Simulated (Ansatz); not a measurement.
The input, for Ansatz 0.2.0:

```yaml
crystal:
  periodic: [false, false, false]
  atoms:
    - {symbol: B, position_ang: [0.000000, 0.149754, 1.390083]}
    - {symbol: C, position_ang: [0.000000, -0.214584, -1.036073]}
    - {symbol: H, position_ang: [0.000000, 0.950767, -2.563872]}
basis:
  gaussian: {orbitals: 6-31G}
magnetization: {spin_polarized: false}
correlation: {method: ccsdtq, electrons: outside_noble_gas}
```

```sh
$ ansatz run in.yaml --threads 1 --pin off --events-out ev --progress --plain --max-ram 2393MiB
```

Output:

```
452 factors; integrals over basis functions are off by at most 1.1e-7 eV
mean field evaluation 1: about -1703.4171 eV, gradient 9.8e0 eV
mean field evaluation 2: about -1703.4174 eV, gradient 9.8e0 eV
mean field evaluation 4: about -1704.2259 eV, gradient 1.7e0 eV
mean field evaluation 8: about -1704.2490 eV, gradient 4.5e-3 eV
mean field evaluation 16: about -1704.2490 eV, gradient 1.7e-1 eV
mean field evaluation 32: about -1703.0758 eV, gradient 8.0e-2 eV
mean field evaluation 64: about -1704.2431 eV, gradient 4.6e-1 eV
mean field evaluation 96: about -1703.0742 eV, gradient 2.3e-1 eV
mean field evaluation 128: about -1688.2552 eV, gradient 1.2e1 eV
mean field evaluation 160: about -1701.1563 eV, gradient 7.6e0 eV
...
mean field -1704.24901022 eV, -62.6299959441 hartree, gradient 5.9e-6 eV, S^2 0.000000; 7 other end points of the search recorded, 0 dependent functions left out; unrestricted orbitals would lower it
...
determinant -1704.24901022 eV, -62.6299959441 hartree, with singles and doubles -1709.57897655 eV, -62.8258685940 hartree
determinant -1703.07519251 eV, -62.5868589388 hartree, with singles and doubles -1708.81773211 eV, -62.7978933769 hartree
unrestricted determinant -1706.38815326 eV, -62.7086080008 hartree, S^2 1.7474
2 core orbitals not correlated: weight in the atoms' cores, before any rotation towards them, 1.000 or more for the frozen orbitals, at most 0.000 for the correlated occupied ones
reference -1704.24901022 eV, -62.6299959441 hartree; 4, 4 occupied and 14, 14 virtual orbitals, 452 factors
second order -3.58449965 eV of doubles, -0.00000000 eV of singles
...
cycle  47  -5.65348063 eV  change   -8.9e-7 eV  update   4.8e-6
cycle  48  -5.65348093 eV  change   -3.0e-7 eV  update   3.1e-6
cycle  49  -5.65348083 eV  change    1.0e-7 eV  update   1.6e-6
cycle  50  -5.65348113 eV  change   -3.1e-7 eV  update   1.9e-6
cycle  51  -5.65348121 eV  change   -7.9e-8 eV  update   1.5e-6
cycle  52  -5.65348098 eV  change    2.3e-7 eV  update   1.4e-6
cycle  53  -5.65348125 eV  change   -2.8e-7 eV  update   6.4e-7
cycle  54  -5.65348152 eV  change   -2.6e-7 eV  update   6.9e-7
cycle  55  -5.65348170 eV  change   -1.8e-7 eV  update   4.3e-7
cycle  56  -5.65348171 eV  change   -1.1e-8 eV  update   3.7e-7
Total energy: -1709.90249193 eV, -62.8377575648 hartree
```

The T1 diagnostic is 0.059.

For the same geometry and basis full CI lies 2.7 meV lower. By full CI's occupations no single determinant describes the state well. RHF is unstable: UHF (⟨S²⟩ = 1.75) lies 2.14 eV below the lowest RHF solution. Higher spins weren't run at this geometry and may lie near or lower.

Ran on 1 thread of INTEL XEON PLATINUM 8581C, shared host: 11 s wall, 0.19 GiB peak host memory.
